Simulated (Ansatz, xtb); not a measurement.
## C6H10: which of two isomers lies lower

Structure a: `C#C[C@@H](C)CC`, a singlet. Structure b: `C#CCCCC`, a singlet. Both are isolated molecules in the gas phase, relaxed with r2SCAN-D4/def2-SVP; each stands in its lowest conformer found.

Which of the two would you expect CCSD(T)/def2-SVP + ΔMP2/def2-TZVPP electronic energies to favour?

Structure a; the calculation gives E(b) − E(a) = +1.41 kcal/mol.

The same difference at several levels:

```tsv
level	geometry	E(b) − E(a) (kcal/mol)	departure from the last row (kcal/mol)	job, with rough time for the two
GFN2-xTB	GFN2-xTB	+0.78	−0.62	optimisation, 0.26 s
HF/STO-3G	GFN2-xTB	−0.14	−1.55	single point, 0.7 s
r2SCAN-D4/def2-SVP//GFN2-xTB	GFN2-xTB	+0.71	−0.70	single point, 5 s
r2SCAN-D4/def2-SVP	r2SCAN-D4/def2-SVP	+0.70	−0.71	optimisation, 46 s
HF/def2-SVP	r2SCAN-D4/def2-SVP	+0.04	−1.36	part of the CCSD(T) run
MP2/def2-SVP	r2SCAN-D4/def2-SVP	+1.71	+0.30	part of the CCSD(T) run
CCSD(T)/def2-SVP	r2SCAN-D4/def2-SVP	+1.32	−0.08	single point
CCSD(T)/def2-SVP + ΔMP2/def2-TZVPP	r2SCAN-D4/def2-SVP	+1.41		single point, 1.7 min
```

As drawn, both hold the same kinds of bond in the same numbers. Structure a has 2 methyl groups, b 1.

HF/STO-3G, HF/def2-SVP find them nearly level. The largest departure from CCSD(T)/def2-SVP + ΔMP2/def2-TZVPP is that of HF/STO-3G, 1.55 kcal/mol. The last row adds to CCSD(T) the change of the MP2 difference between the two basis sets, here +0.08 kcal/mol.

With thermal terms from frequencies at re-optimised GFN2-xTB minima (ideal gas, soft modes damped towards free rotors, one conformer each, 298.15 K, 1 atm): on the last row, ΔE + ΔZPE = +1.64, ΔH = +1.56, ΔG = +1.46 kcal/mol.

The correlated steps freeze 6 core orbitals. Mirror images aren't counted in ΔG. Programs: Ansatz 0.2.0, xtb 6.7.1; the last row on 2 threads of AMD EPYC 7R43 64-Core Processor (Zen 3) on a shared host.
